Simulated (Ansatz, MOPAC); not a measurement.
Molecule: NH₂, net charge 0, doublet state. SMILES: [NH2]
Geometry: optimised at B3LYP-D3(BJ)/def2-TZVP (Ansatz, a quantum-chemistry and plane-wave program).

Wanted: vertical ionisation energy to the triplet, in eV. Conventions: UHF or UKS for open shells; non-relativistic; each state is the SCF solution reached for its charge and spin; 6-311+G** with 5d; dispersion terms only where a functional's name holds one; no spin-orbit coupling; valence correlation only. Basis-set limits of correlation are two-point, X^-3; Hartree-Fock from the larger set. First-principles rows: single points at B3LYP-D3(BJ) geometries (Ansatz). Semi-empirical rows: differences of heats of formation at the shared geometry for vertical values.

| species | coefficient | E at B3LYP/6-311+G** (Ansatz), Eh | E at wB97X-V/def2-TZVPD (Ansatz), Eh | heat of formation at MNDO (MOPAC), kcal/mol |
|---|---|---|---|---|
| charge 1, triplet | +1 | -55.45136 | -55.43330 | 309.90 |
| charge 0, doublet | -1 | -55.90038 | -55.88029 | 37.11 |

Coupled cluster (Ansatz) is a level with limits of its own, used here on species with T1 under 0.025 (0.045 for open shells) and stable references: CCSD(T)/CBS(aug-cc-pVTZ,aug-cc-pVQZ). Value to compare with, CCSD(T)/CBS(aug-cc-pVTZ,aug-cc-pVQZ) (Ansatz): 12.08 eV. 1 Eh = 27.2114 eV and 1 eV = 23.0605 kcal/mol.

Task: Work the quantity out at each level, and compare with CCSD(T)/CBS(aug-cc-pVTZ,aug-cc-pVQZ) (Ansatz).

Result: 
- B3LYP/6-311+G**: the sum of coefficient times E is 0.44902 Eh, or 12.218 eV. Result: 12.22 eV. Its difference against CCSD(T)/CBS(aug-cc-pVTZ,aug-cc-pVQZ) (Ansatz) is 0.14 eV.
- wB97X-V/def2-TZVPD: the sum of coefficient times E is 0.44699 Eh, or 12.163 eV. Result: 12.16 eV. Its difference against CCSD(T)/CBS(aug-cc-pVTZ,aug-cc-pVQZ) (Ansatz) is 0.08 eV.
- MNDO: the sum of coefficient times heat of formation is 272.79 kcal/mol, or 11.83 eV. Its difference against CCSD(T)/CBS(aug-cc-pVTZ,aug-cc-pVQZ) (Ansatz) is -0.25 eV.
